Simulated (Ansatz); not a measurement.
# Relative stability

The two ends of one reaction step of BPNH$_{7}$, closed shell (PBE0-D4/def2-TZVP).

A:

```xyz
10
angstrom
B -0.2160 -0.4421 0.3307
N 1.0735 0.5204 0.6363
H 0.2351 -1.5555 0.2065
H -0.9353 -0.3124 1.2945
H 0.7820 1.4929 0.6975
P -1.0846 0.3428 -1.2562
H 1.7681 0.4572 -0.1023
H 1.5199 0.2600 1.5105
H -0.7525 -0.5999 -2.2638
H -2.3903 -0.1634 -1.0537
```

B:

B1  (0.516, -1.075, 1.127)
N2  (1.335, 0.021, 0.896)
H3  (0.679, -2.067, 0.479)
H4  (-0.322, -1.002, 1.978)
H5  (-1.317, 1.562, -0.589)
P6  (-1.512, 0.317, -1.240)
H7  (2.069, 0.026, 0.208)
H8  (1.264, 0.881, 1.413)
H9  (-0.350, 0.460, -2.041)
H10  (-2.363, 0.877, -2.232)
(Å)

Ansatz 0.2.0; basis: def2-TZVPP; cores frozen in the correlated methods. B3LYP uses VWN-RPA correlation.

(1) Which structure is lower at CCSD(T), and by how much? (Judge from chemistry; the value comes from the calculation.)

(2) Do the other methods give the same order? (A judgement: the text doesn't fix the answer.)

No T1 diagnostic of these runs exceeds 0.013.

## Answers

(1) Computed: B, by 0.117 eV (electronic energy, against the other). By their contacts, A is BPNH₇ ([NH3][BH2][PH2]) and B is a complex of BNH₄ ([BH2][NH2]) + PH₃.

(2) By the calculation: Not all: SPW92, PBE-D4, PBE0-D4, PBE-QIDH give the other order.

```tsv
method	E(B) − E(A) (eV)
SPW92	0.280
PBE-D4	0.017
BLYP-D4	-0.275
r2SCAN-D4	-0.038
B97M-V	-0.098
PBE0-D4	0.045
B3LYP-D4	-0.232
r2SCAN0-D4	-0.009
BHLYP-D4	-0.230
CAM-B3LYP-D4	-0.206
wB97X-V	-0.093
wB97M-V	-0.144
B2PLYP	-0.212
PBE-QIDH	0.037
RPA on PBE	-0.205
HF	-0.508
MP2	-0.061
CCSD	-0.164
CCSD(T)	-0.117
```

Labels in which every atom is bracketed show which atoms are joined, not bond orders.

For scale, one of the runs: CCSD(T)/def2-TZVPP, 202 basis functions, launched by `ansatz run in.yaml --threads 2 --pin off --events-out ev --progress --plain --max-ram 4352MiB`. Time: 55 s of wall clock on 2 CPU threads of an Arm Neoverse V1; the host was shared. Peak host memory: 2.5 GiB.
